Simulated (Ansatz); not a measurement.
Worked example: correlation energy of BGeH₃⁺ (H-bridged), doublet

Geometry: that of the BGeH3 (H-bridged), singlet, kept fixed.

```xyz
5

Ge   -0.0022    0.0000    0.3187
B    -0.0666    0.0000   -1.6292
H     1.1607    0.0000   -1.0289
H    -0.1421   -1.0387   -2.2309
H    -0.1421    1.0387   -2.2309
```

Basis cc-pVTZ; Ansatz 0.2.0. Only valence electrons are correlated (noble-gas cores and the filled d shells of p-block atoms frozen), which leaves 9 electrons in 100 orbitals. R marks a restricted (for open shells ROHF) determinant, U an unrestricted one. No spin–orbit coupling is included, and no scalar relativity.

Full CI isn't at hand for all of this; UCCSDT(Q) serves as the reference, and is uncertain by about the last step of the cluster series.

Runs differ by some tens of microhartree through their thresholds and, for an open shell, their frozen cores, so steps under 0.03 kcal/mol mean nothing.

```tsv
level	total energy (hartree)
UHF	-2101.483875
UMP2	-2101.662157
UCCSD	-2101.695801
UCCSD(T)	-2101.703860
UCCSDT	-2101.705137
UCCSDT(Q)	-2101.705496
```

Question: What is the correlation energy at UCCSDT(Q), and what share of it do UMP2 and UCCSD recover?

Answer: E(corr) = -2101.705496 − (-2101.483875) = -0.221621 hartree = -6.031 eV. UMP2: -0.178282 / -0.221621 = 80.44 %. UCCSD: -0.211926 / -0.221621 = 95.63 %.

Question: By how many kcal/mol does UCCSD(T) miss UCCSDT(Q) (1 hartree = 627.509 kcal/mol), and which steps make up the rest?

Answer: -2101.703860 − (-2101.705496) = 0.001636 hartree = 1.03 kcal/mol. Steps: UCCSDT − UCCSD(T) = -0.80, UCCSDT(Q) − UCCSDT = -0.23 kcal/mol. Differences between like states or geometries often cancel part of this.
